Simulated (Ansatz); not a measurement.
C2H4ClNO, SMILES `COC(=N)Cl`, relaxed with RKS PBE0-D4/def2-TZVP in Ansatz from a PBE-D4/def2-SVP geometry. The force threshold is 0.005 eV/Å; the program also tests the step.

Charge 0, multiplicity 1.

Start:

```xyz
9

C    -0.420    0.799   -0.770
O     0.493   -0.294   -0.727
C     0.623   -0.920    0.467
N     0.073   -0.712    1.590
Cl    1.780   -2.216    0.278
H    -0.392    1.182   -1.806
H    -0.116    1.610   -0.071
H    -1.455    0.474   -0.526
H    -0.586    0.079    1.565
```

Task: How much energy does the relaxation release, and in how many steps? (Estimate.)

Result: The calculation gave: 4.62 kJ/mol, in 5 steps.

Task: Which bonds change most? (Best estimate.)

Result: The calculation gave: C3–Cl5 from 1.748 to 1.725 Å; C1–H7 from 1.112 to 1.094 Å; C1–H8 from 1.112 to 1.094 Å; O2–C3 from 1.354 to 1.337 Å.

Task: Give the relaxed structure. (Estimate.)

Result: Computed: 
```xyz
9

C    -0.420    0.795   -0.758
O     0.489   -0.292   -0.721
C     0.618   -0.911    0.457
N     0.070   -0.701    1.563
Cl    1.761   -2.192    0.285
H    -0.394    1.169   -1.779
H    -0.110    1.588   -0.070
H    -1.434    0.467   -0.514
H    -0.581    0.078    1.537
```
